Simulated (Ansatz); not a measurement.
Consider the substitution at a C–C bond: `CC(C)(O)Cl` + `CC(O)F` → `COC(C)F` + `CC(O)Cl`.

Computed with Ansatz on PBE0-D4/def2-TZVP structures; ΔE is electronic, products minus reactants. CCSD(T)/CBS adds triple-zeta CCSD(T) − MP2 to the extrapolated MP2 energy (def2 sets, frozen cores). DFT in def2-TZVPP. HSE06 is defined as in plane-wave codes. Each species was taken in one conformer, which may not be the lowest.

(1) Is it downhill or uphill in electronic energy at CCSD(T)/CBS, and by how much? (Best estimate.)

(2) What do these levels give: PBE0-D4, r2SCANh-D4, revPBE, BLYP, PBE0, HSE06, LC-ωPBE, RPA@PBE/def2-TZVPP, HF/def2-SVP, MP2/def2-SVP, CCSD(T)/def2-SVP, SCS-MP2/def2-TZVPP? (Best estimate.)

Largest T1 diagnostic among the species: 0.011.

Results:

(1) Computed: Uphill: ΔE = +63.0 kJ/mol.

(2) Computed: PBE0-D4 58.3, r2SCANh-D4 59.5, revPBE 49.8, BLYP 44.9, PBE0 56.0, HSE06 56.0, LC-ωPBE 57.6, RPA@PBE/def2-TZVPP 55.1, HF/def2-SVP 46.4, MP2/def2-SVP 66.8, CCSD(T)/def2-SVP 59.9, SCS-MP2/def2-TZVPP 60.2 kJ/mol.

The D4 term adds +4.4 kJ/mol with B3LYP and +2.2 kJ/mol with PBE0; it sums over pairs of atoms, weighted by their polarisabilities, and B3LYP, whose exchange is more repulsive, gets the larger term. Leaving LDA and LC-ωPBE aside and taking each functional with its dispersion term where it has one, the values, not all of them listed here, spread over 10.8 kJ/mol, from BLYP-D4 to PBE-QIDH. LDA lies +7.9 kJ/mol from PBE without D4. At CCSD(T), def2-SVP lies −3.0 kJ/mol from the extrapolated value and def2-TZVPP −2.9 kJ/mol.

B3LYP here is the variant with VWN-RPA as its local correlation; programs differ in this.
